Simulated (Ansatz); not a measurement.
```yaml
crystal:
  periodic: [false, false, false]
  atoms:
    - {symbol: N, position_ang: [-0.522476, -0.089810, -0.001676]}
    - {symbol: C, position_ang: [0.699957, 0.037837, 0.001970]}
    - {symbol: H, position_ang: [-1.080235, 0.797156, -0.000178]}
basis:
  gaussian: {orbitals: def2-TZVP}
magnetization: {spin_polarized: true, initial_magnetization: 2}
hamiltonian: {xc: pbe0}
relax: {f_tol: 0.004, max_steps: 80}
```

```sh
$ ansatz run in.yaml --threads 1 --pin off --events-out ev --progress --plain --max-ram 2176MiB
```

Steps of the relaxation (energy above the last step; positions in Å, forces in eV/Å):

```
3
step 1, 17.2 meV
N    -0.522   -0.090   -0.002   -1.421   -0.068   -0.004
C     0.700    0.038    0.002    1.114    0.255    0.004
H    -1.080    0.797    0.000    0.308   -0.186    0.000
```

```
3
step 2, 4.7 meV
N    -0.531   -0.092   -0.002   -0.553   -0.093   -0.002
C     0.703    0.041    0.002    0.347    0.157    0.001
H    -1.075    0.796    0.000    0.205   -0.064    0.000
```

```
3
step 3, 0.3 meV
N    -0.539   -0.098   -0.002    0.018   -0.101    0.000
C     0.701    0.048    0.002   -0.037    0.037    0.000
H    -1.065    0.795    0.000    0.019    0.065    0.000
```

```
3
step 4, 0.0 meV
N    -0.540   -0.101   -0.002    0.024   -0.014    0.000
C     0.699    0.050    0.002   -0.028    0.004    0.000
H    -1.062    0.796    0.000    0.005    0.010    0.000
```

```
3
step 5, 0.0 meV
N    -0.541   -0.101   -0.002    0.000   -0.002    0.000
C     0.699    0.051    0.002    0.002    0.000    0.000
H    -1.061    0.796    0.000   -0.002    0.002    0.000
```

Close pairs at the end: N1–H3 1.037 Å, N1–C2 1.249 Å.

A stationary point of unrestricted PBE0 after 5 steps, with ⟨S²⟩ = 2.025 against 2.00 for a pure state; no frequencies were run, so it isn't proven a minimum. 3.2 s on 1 thread of Intel Xeon 6975P-C, shared host.
